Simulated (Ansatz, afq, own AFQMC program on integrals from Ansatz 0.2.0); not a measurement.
AFQMC on a folder of integrals that Ansatz 0.2.0 wrote.

```yaml
crystal:
  periodic: [false, false, false]
  atoms:
    - {symbol: Zr, position_ang: [0.337077, -0.499744, 0.344499]}
    - {symbol: O, position_ang: [-0.986777, -0.759876, -0.727949]}
basis:
  gaussian: {orbitals: def2-TZVP}
magnetization: {spin_polarized: true, initial_magnetization: 2}
correlation: {method: ccsd_t, electrons: outside_noble_gas, hamiltonian_folder: ham}
```

```sh
$ ansatz run in.yaml --threads 1 --pin off --events-out ev --progress --plain --max-ram 24576MiB --backend cuda --devices 0, --max-vram 18GiB
```

afq runs on the folder ham with

```
--method phaseless --trial hf --walkers 3800 --populations 20 --least-time 40 --time-step 0.005 --steps-per-block 20 --equilibration-blocks 160 --max-blocks 4000 --target-error 0.0009500 --factor-cut 1e-05 --start spin_pure --seed 3868 --taylor-order 6
```

Times are imaginary, in 1/Eh. The walk had a cap of 98 s. With eight or more populations the least sampling time is a fifth of least-time, and the error comes from their spread. Core potentials past Kr, no spin–orbit coupling.

Output of the walk:

```
orbitals 66  electrons 6 4  factors 504 of 570
reference energy -121.41328849 Eh
CCSD correlation -0.30934687 Eh in 15 cycles, weight of the determinant in the CISD state 0.8868
energy of the start -121.414131 Eh
 block  time / (1/Eh)  mean weight  energy / Eh
     1     0.100  1.0021  -121.524223
     2     0.200  1.0030  -121.582294
     3     0.300  1.0025  -121.619306
     4     0.400  1.0019  -121.648306
     5     0.500  1.0017  -121.665325
     8     0.800  1.0010  -121.696929
    13     1.300  1.0001  -121.711137
    49     4.900  1.0005  -121.743109
    85     8.500  1.0000  -121.743491
   121    12.100  1.0009  -121.748995
   145    14.500  1.0002  -121.761185
   157    15.700  0.9994  -121.753576
   193    19.300  0.9998  -121.744305
   229    22.900  1.0001  -121.748742
   265    26.500  0.9992  -121.736695
   301    30.100  1.0005  -121.746612
   337    33.700  1.0000  -121.746052
   349    34.900  1.0002  -121.733859
   373    37.300  1.0001  -121.745643
   409    40.900  0.9996  -121.748456
   445    44.500  1.0002  -121.747296
   481    48.100  1.0005  -121.749215
error from the spread of 20 populations
energy -121.747493 +/- 0.001289 Eh
(rows thinned)
```

The run passed its tests (sampling time, drift between the halves within three errors, error under three times the target), which doesn't prove that it has relaxed, ending at its cap on processor time.

Against this walk (error 35.1 meV) on the same determinant: CCSD(T) 143.8 meV higher, CCSDT(Q) 119.4 meV higher, a separate phaseless walk with a CISD trial and standard settings 151.0 ± 35.5 meV higher. The error is statistical and leaves out the bias of the constraint. CCSDT(Q) is the surest value here, so the walk's 119 meV below it is most likely the bias of the constraint with this trial, which can have either sign.

Cautions: constraint bias not in the error; error above the target (35.1 against 25.9 meV); no spin-orbit coupling; outer-core shells of the metal frozen; higher spins were not checked; (T) is large, 6 % of the CCSD correlation.

The walk took 98 s on 1 × NVIDIA H100 80GB HBM3 with 2 threads of AMD EPYC 7R13 Processor (Zen 3) (shared host) (the card was shared). The log's last line is the phaseless energy.

CCSDT and higher add their correlation energy to the determinant of the CCSD(T) run, since their own runs factorise the integrals more tightly (a shift of under 2 meV). A walk keeps the symmetry of its determinant, which the program's search chose and which needn't be the lowest solution, so a lower state of the same spin and another symmetry isn't excluded.
